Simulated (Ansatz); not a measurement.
Two isomers of C3H7NO: A = `CCC(N)=O`, B = `CNC(C)=O`.

Calculated with Ansatz (gas phase, PBE0-D4/def2-TZVP geometries, no zero-point term in ΔE). CCSD(T)/CBS adds triple-zeta CCSD(T) − MP2 to the extrapolated MP2 energy (def2 sets, frozen cores). DFT in def2-TZVPP. B3LYP here is the variant with VWN-RPA as its local correlation; programs differ in this. Each species was taken in one conformer, which may not be the lowest.

(1) Which isomer does CCSD(T)/CBS put lower? Give the gap. (An estimate is asked.)

(2) Give E(B) − E(A) in kJ/mol with ωB97M-V, B3LYP-D4, HF/def2-TZVPP, B2PLYP, MP2/def2-TZVPP, PBE-D4, B3LYP. (An estimate is asked.)

Largest T1 diagnostic: 0.014.

## Answers

(1) The calculation gave: A, by 22.9 kJ/mol.

(2) Ansatz gave: ωB97M-V 23.1, B3LYP-D4 18.6, HF/def2-TZVPP 22.5, B2PLYP 20.2, MP2/def2-TZVPP 23.8, PBE-D4 18.2, B3LYP 18.2. None reverses the order clearly.
